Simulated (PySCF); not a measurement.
Gas-phase XPS of `NC(=O)C[S-]`, computed

C₂H₄NOS (charge -1).
Numbering: `[NH2:1][C:2](=[O:3])[CH2:4][S-:5]`

Cartesian coordinates in Å at the PBE0-D3(BJ)/def2-SVP level; atoms count from 1:
```xyz
9
C2H4NOS angstrom
N      1.428    0.133    0.006
C      0.331   -0.519   -0.413
O      0.342   -1.591   -1.014
C     -0.962    0.225   -0.060
S     -0.788    1.787    0.852
H      1.196    1.022    0.503
H      2.345   -0.253   -0.163
H     -1.572   -0.526    0.481
H     -1.480    0.349   -1.032
```

Method: delta-SCF UKS SCAN, pcX-2 on the ionised atom, pcseg-1 elsewhere, spin-free X2C (PySCF 2.14.0). Each binding energy is the total energy of the core-ionised species, with the hole localised on one atom, minus that of the ground state; both are solved self-consistently, so orbital relaxation is included.

Problem. What binding energy does each computed site have?

Solution. 
```tsv
atom(s)	environment	level	binding energy (eV)	count
N1	amide nitrogen	N 1s	400.86	1
O3	amide oxygen	O 1s	532.29	1
C4	sp3 carbon bound to sulfur	C 1s	286.09	1
S5	thiolate sulfur	S 1s	2469.42	1
```

Problem. Which photon energy gives electrons from C 1s of C4 a kinetic energy of 20 eV, and what is their de Broglie wavelength?

Solution. hν = 286.09 + 20 = 306.09 eV, recoil neglected; λ = 12.264 Å/√(E/eV) = 2.74 Å.

Problem. Which photon wavelength matches the C 1s of C4 threshold?

Solution. λ = hc/E = 12398.42 eV Å / 286.09 eV = 43.337 Å.

The list is incomplete; no value stands for C 1s of C2 (hole states with ⟨S²⟩ of 1 or more are left out). The species carries charge -1, so core ionisation leaves a neutral species. The basis sets have no added diffuse functions. One conformer (not necessarily the lowest) at the PBE0-D3(BJ)/def2-SVP geometry, without solvent, vibrations or thermal averaging.
